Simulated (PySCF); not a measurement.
Gas-phase reaction: BHCl2 + 2 HCl ⇌ BH3 + 4 Cl

Computed with PySCF (xtb for GFN2) and rigid-rotor harmonic-oscillator thermochemistry at 1 bar. † marks an energy on the PBE0/def2-TZVP geometry and frequencies; other levels use their own. MP2 freezes the core. 6-31G* has spherical d functions here. Open shells (unrestricted): Cl (multiplicity 2, electronic degeneracy 6); the rest are closed-shell singlets. GFN2 has no spin-polarisation term. Spin-orbit splitting is ignored; it lowers the true energy and changes the entropy of Cl. MP2 isn't extrapolated to the basis-set limit; its ΔH°(298 K) is 989.3 kJ in def2-SVP and 1056.7 kJ in def2-TZVPP. The harmonic model lacks anharmonicity and excited electronic states, which grow with temperature; levels with a mode under 35 cm⁻¹ are left out.

| level | ΔE electronic, kJ | ΔH°(298 K), kJ | ΔS°(298 K), J/K | ΔG°(2000 K), kJ |
|---|---|---|---|---|
| GFN2-xTB | 889 | 896 | 218 | 445 |
| HF/6-31G* | 641 | 640 | 221 | 180 |
| HF/def2-TZVP† | 692 | 691 | 220 | 234 |
| MP2/def2-SVP† | 990 | 989 | 220 | 532 |
| MP2/def2-TZVPP† | 1057 | 1057 | 220 | 599 |
| PBE/def2-TZVP† | 1064 | 1064 | 220 | 606 |
| PBE0/def2-SVP† | 1032 | 1031 | 220 | 573 |
| PBE0/def2-TZVP | 1031 | 1030 | 220 | 572 |
| r2SCAN/def2-TZVP† | 1040 | 1040 | 220 | 582 |
| LDA/def2-TZVP† | 1238 | 1238 | 220 | 780 |
ΔH° is lowest at HF/6-31G* and highest at LDA/def2-TZVP†. No reference value is set beside these.
